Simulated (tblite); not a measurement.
Compound: C₄H₇F₂ (doublet state).
Atom-mapped SMILES: `[CH3:1][CH:2][C@@H:3]([F:4])[CH2:5][F:6]` (hydrogens: H7, H8, H9 on C1; H10 on C2; H11 on C3; H12, H13 on C5)

Computed geometry: GFN2-xTB, gas phase. This method treats the open shell by occupation alone, without spin polarisation.

Problem. What internal coordinates does the optimisation give?

Solution. 
```tsv
bond	length (pm)	order
C1–C2	147.4	single
C2–C3	147.3	single
C3–F4	138.9	single
C3–C5	154.8	single
C5–F6	136.7	single
C1–H7	109.7	single
C1–H8, C1–H9	108.9	single
C2–H10	107.5	single
C3–H11	109.9	single
C5–H12	109.3	single
C5–H13	109.5	single
```

Bonds in one row agree within 1 pm and their mean is given. Orders are formal, as drawn. A selection of angles:
```tsv
angle	degrees
C2–C1–H7	111.2
H7–C1–H8	107.6
H8–C1–H9	109.5
C1–C2–C3	121.1
C1–C2–H10	121.3
C3–C2–H10	117.6
C2–C3–F4	110.9
C2–C3–C5	113.3
C2–C3–H11	111.8
F4–C3–C5	105.6
F4–C3–H11	106.7
C5–C3–H11	108.3
C3–C5–F6	109.4
C3–C5–H12	111.0
C3–C5–H13	110.1
F6–C5–H12	107.7
F6–C5–H13	107.8
H12–C5–H13	110.7
```

Torsions: C1–C2–C3–F4 146° (anticlinal); C2–C3–C5–F6 70° (synclinal).

Of the pairs four or more bonds apart, F6···H9 is among the closest relative to their van der Waals radii: 2.80 Å, 105 % of the sum of Bondi's values. C2 (carbon bonded to 2 C and H) is planar (angles 121.3°, 121.1° and 117.6°, sum 360.0°, 0.01 Å off the plane of its three neighbours). The C–C distances run from 1.473 Å (C2–C3, drawn single) to 1.548 Å (C3–C5, drawn single), a spread of 0.075 Å. The C–F distances run from 1.367 Å (C5–F6, drawn single) to 1.389 Å (C3–F4, drawn single), a spread of 0.022 Å.

Point group: C1 (no symmetry element, even within 0.4 Å). Its GFN2-xTB frequencies are all real (lowest 32 cm⁻¹). 3 starts were optimised and ended at 0.00, 1.10 and 2.10 kcal/mol (GFN2-xTB); the lowest of these is shown.

One conformer stands for the species.
